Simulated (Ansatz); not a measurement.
Two shapes of singlet CH₄S.

Shape 1:

```xyz
6

C     0.0000   -0.0273   -1.1485
S     0.0000   -0.0596    0.6634
H     0.0000   -1.0768   -1.4741
H    -0.8999    0.4586   -1.5509
H     0.8999    0.4586   -1.5509
H     0.0000    1.2772    0.8519
```

Shape 2:

```xyz
6

C    -0.0258   -0.0088   -1.1099
S     0.0283   -0.0187    0.6579
H    -0.0118   -1.1245   -1.4832
H    -0.9293    0.4768   -1.5148
H     0.8967    0.4321   -1.5932
H    -0.0475    1.2636    0.8444
```

Basis set: cc-pVDZ (spherical functions). Correlated methods keep 6 orbitals frozen. Charge 0, multiplicity 1.

Computed with Ansatz (development build ahead of 0.2.0); each method stands on the lowest determinant of its kind that the runs found.

(1) Which shape is lower in energy, and by how much in each method?

## Answers

(1)

| method | E(2) − E(1) (eV) |
| --- | --- |
| RHF | 0.214 |
| RHF-MP2 | 0.180 |

Shape 1 is lower.
